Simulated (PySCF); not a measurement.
Series: H3E-E'H3. Gas-phase values, no solvent. Strings in code marks are SMILES.

Calculation: PBE-D3(BJ)/def2-TZVP // B3LYP-D3(BJ)/def2-TZVP (PySCF 2.14.0). All candidates: neutral, multiplicity 1. Excitations are Tamm–Dancoff values on a coarser integration grid. The basis has no diffuse functions, so Rydberg states are missing or too high.

- T1 excitation (TDA): 5.62 eV
- brightest of the four lowest singlets (TDA): 6.73 eV
- HOMO: -6.95 eV

Task: Which member has these values?
(A) `[SiH3][SiH3]`
(B) `[SiH3][SnH3]`
(C) `[NH3+][AlH3-]`
(D) `CC`

Result: B, `[SiH3][SnH3]`. The others give `[SiH3][SiH3]`: 6.16 eV, 7.52 eV, -7.26 eV; `CC`: 8.56 eV, 9.97 eV, -8.14 eV; `[NH3+][AlH3-]`: 4.89 eV, 7.02 eV, -6.15 eV
